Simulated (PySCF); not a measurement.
# H6SSi2: the cost of one run

Computed with PySCF 2.14.0, with density-fitted response routines of our own, on a single molecule, in the gas phase or a continuum. Atoms count from 0, in the outputs and in this text.

### Step 1. The molecule as given

9 atoms, charge 0, multiplicity 1; geometry from: GFN2-xTB.

Bonds of the start (Å): Si0–S1 2.15, S1–Si2 2.15, Si0–H3 1.46, Si0–H4 1.45, Si0–H5 1.46, Si2–H6 1.46, Si2–H7 1.45, Si2–H8 1.46.

### Step 2. Optimising the geometry at PBE0-D3(BJ)/def2-SVP

The job: settings as JSON, then the geometry in Å.

```
{"job": {"xc": "PBE0", "basis": "def2-SVP", "d3": "d3bj", "grid": 1, "kind": "geom"}, "charge": 0, "multiplicity": 1}
Si     1.595126     0.515014     0.284282
S     -0.000469     0.612400    -1.146596
Si    -1.592612    -0.495597    -0.229972
H      1.939183    -0.885785     0.497488
H      2.659213     1.267155    -0.353989
H      1.136663     1.116965     1.530898
H     -1.132703    -1.860559    -0.001636
H     -2.657801    -0.412174    -1.211643
H     -1.933037     0.148573     1.033227
```

Launch:

```console
$ OMP_NUM_THREADS=1 python probes_run.py task.json out
```

This one command runs all jobs of the session in turn.

**Question.** How long does this first job take on 1 thread of Arm Neoverse V2, shared host, and how much memory does it need?

About 7 s, with a peak of 0.37 GiB.
